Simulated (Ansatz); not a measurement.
Zinc-blende CuCl, band gap

Reference value: 3.39 eV (measured, 2 K, not corrected to a static lattice; as tabulated in arXiv:1206.3780).

**Question.** Which of these levels comes closest to the reference?
A) PBE (Ansatz (a first-principles code))
B) LDA (Ansatz)
C) B3LYP (VWN-RPA form) (Ansatz)
D) Hartree–Fock (Ansatz)

**Answer.** C, B3LYP (VWN-RPA form) (Ansatz)

```
level (code)                       value (eV)  cell (Å³/atom)  difference (eV)
-----------------------------  --------------  --------------  ---------------
LDA (Ansatz)                    0.39 (direct)           19.84            -3.00
PBE (Ansatz)                    0.54 (direct)           19.84            -2.85
B3LYP (VWN-RPA form) (Ansatz)   2.66 (direct)           19.84            -0.73
Hartree–Fock (Ansatz)          11.06 (direct)           19.84            +7.67
```

Closest of these to the reference: B3LYP (VWN-RPA form) (-0.73 eV). Hartree–Fock (+7.67 eV) lies farthest from it. No level tried lands within 0.5 eV.

Density-functional values are differences of (generalised) Kohn–Sham levels of a static lattice; semilocal ones lie below quasiparticle gaps as a rule. Measured values hold zero-point and thermal shifts unless a correction is named.  Values are at the measured cell. Cutoffs and k meshes differ between the levels. Ansatz's density-functional and Hartree–Fock values are scalar-relativistic unless marked +SOC, with PAW data made under PBE.

Differences are worked out from the printed values.
